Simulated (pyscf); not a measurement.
Structures and frequencies: ωB97X-D3(BJ)/def2-SVP in PySCF.

### Question
Estimate the classical barrier height and the reaction energy of H₃C–CH•–CH₃ + H₂ -> H₃C–CH₂–CH₃ + H• at ωB97M-D3(BJ)/def2-TZVP. The step runs on the doublet surface, breaks H–H and forms C–H; take the separated reactants as zero.

### Answer
ΔE‡ = 11.5 kcal/mol, ΔE = +2.9 kcal/mol. Zero-point energy shifts the barrier by +1.7 kcal/mol. It is a hydrogen abstraction, with an imaginary mode of 1361i cm⁻¹. This is the saddle that the search found; another between the same sides may lie lower. The angle at the transferred H is 176°.
